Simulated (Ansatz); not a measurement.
C3H6ClF (`CC(Cl)CF`). Charge 0, multiplicity 1.

```csv
atom,x (Å),y (Å),z (Å)
C1,0.411,-0.413,-1.157
C2,-0.343,-0.441,0.148
Cl3,0.221,-1.795,1.178
C4,-0.171,0.820,0.969
F5,-0.672,1.893,0.255
H6,0.250,-1.333,-1.719
H7,1.482,-0.295,-0.981
H8,0.061,0.430,-1.757
H9,-1.407,-0.620,-0.019
H10,-0.718,0.749,1.911
H11,0.888,1.004,1.172
```

Problem. List the harmonic frequencies (cm⁻¹, unscaled) at PBE0-D4/def2-TZVP in Ansatz. (Best estimate.)

Solution. Computed: 130, 225, 253, 305, 398, 422, 730, 916, 936, 1038, 1076, 1154, 1174, 1247, 1277, 1363, 1405, 1413, 1482, 1483, 1503, 3060, 3065, 3103, 3130, 3140, 3152.

Problem. Is this a minimum?

Solution. Yes, all 27 modes are real.

Problem. Give the ideal-gas thermochemistry at 298.15 K and 1 bar (rigid rotor, harmonic oscillator; point group C1, symmetry number 1).

Solution. Zero-point energy 230.8 kJ/mol; H(298) − E = 248.7 kJ/mol; entropy 322.7 J/(mol·K), of which translation 165.8, rotation 111.9, vibration 44.9; G(298) − E = 152.5 kJ/mol.
